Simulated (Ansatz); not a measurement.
hcp Cd, treated with PBEsol (PAW; Ansatz, a quantum-chemistry and plane-wave program).

Settings: plane-wave cutoff 520 eV, 16×16×10 k mesh (along the axes of the cell as run), Fermi–Dirac smearing 0.1 eV, perturbation theory, force constants from a 4×4×2 q mesh, scalar-relativistic PAW data made under PBE.

**Question.** What does this level give for the zero-point energy?

**Answer.** 
- zero-point energy: 0.015 eV/atom

Computing time: very roughly 20 core-minutes.
